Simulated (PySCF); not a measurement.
```xyz
3

N     -0.0018     0.4224     0.0000
H      0.8079    -0.2078     0.0000
H     -0.8061    -0.2145     0.0000
```

Charge 0, multiplicity 2.

Task: Give the Mulliken and meta-Löwdin atomic charges from PySCF 2.14.0 with CAM-B3LYP-D3(BJ)/def2-TZVP.

Result: 
```
atom  Mulliken (e)  meta-Löwdin (e)
----  ------------  ---------------
N1           -0.44            -0.44
H2            0.22             0.22
H3            0.22             0.22
```
